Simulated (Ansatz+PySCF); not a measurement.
Values are calculated unless marked as measured or tabulated.
## Ansatz (development build ahead of 0.2.0) run

```yaml
crystal:
  periodic: [false, false, false]
  atoms:
    - { symbol: P, position_ang: [0.0, 0.0, 0.0] }
    - { symbol: O, position_ang: [0.0, 0.0, 2.22] }
basis:
  gaussian: { orbitals: STO-3G }
magnetization:
  initial_magnetization: 1
hamiltonian:
  xc: hf
correlation:
  method: fci
  frozen_orbitals: { O: 1, P: 5 }
```

The input is written out in the form of the current development build from the run's settings.

Output:

```json
{"Converged": "yes", "Total energy": "-410.70664 hartree", "State": "lowest doublet root, of any spatial symmetry"}
```
